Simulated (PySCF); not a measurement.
methane (CH4), SMILES C.

Coordinates come from a B3LYP-D3(BJ)/def2-TZVPD optimisation.

These are B3LYP-D3(BJ)/def2-TZVPD in PySCF values and carry that method's errors.

No scaling factor is applied to the harmonic values.

Modes within 1.5 cm⁻¹ of each other (mostly degenerate sets) share a row, with their intensities summed.

```
mode  ν (cm⁻¹)  IR (km/mol)  moving atoms (share of kinetic energy)
----  --------  -----------  --------------------------------------
1–3       1340         34.0                          H 84 %, C 16 %
4–5       1556          0.0                                 H 100 %
6         3031          0.0                                 H 100 %
7–9       3134         67.5                           H 91 %, C 9 %
```
